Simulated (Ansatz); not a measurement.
## One structure, 3 elements: BaV3, BaNb3, BaTa3

Plane-wave DFT in Ansatz with scalar-relativistic PAW potentials, cutoff 420 eV, Γ-centred meshes chosen by cell and gap, Gaussian smearing with energies taken to zero width. Every cell was relaxed (cell and atoms) in a run of its own, within the symmetry of its start. Functional: PBE.

All members share space group Pm-3m and the same sites; only the element on one set of sites changes (V, Nb, Ta). Members needn't be the stable form of their composition. Energies over the elements, where given, are against the elements' standard states in the same functional (H₂, N₂, O₂ and halogens uncorrected, Hg as a solid). The first member:

Space group Pm-3m (No. 221). a = 4.172 Å, b = 4.172 Å, c = 4.172 Å, α = 90.00°, β = 90.00°, γ = 90.00°
```
atom site symmetry x y z
  Ba    1a m-3m  0.0000  0.0000  0.0000
   V    3c    4/mm.m  0.0000  0.5000  0.5000
```

**Question.** How do size, gap and binding change down the group?

**Answer.**
| compound | V (Å³/atom) | a (Å) | energy over elements (eV/atom) |
| --- | --- | --- | --- |
| BaV3 | 18.16 | 4.172 | 1.416 |
| BaNb3 | 22.02 | 4.449 | 1.237 |
| BaTa3 | 21.98 | 4.446 | 1.343 |

Over the series the volume has no steady trend down the group (least for V); all are metallic on the mesh; none is bound against its elements in this structure, and Nb comes closest. Ta is no larger than Nb here (21.98 against 22.02 Å³/atom), as one expects from the lanthanide contraction and relativistic shrinking of 6s.

Spin-orbit coupling is left out, which matters for the bands of heavy elements.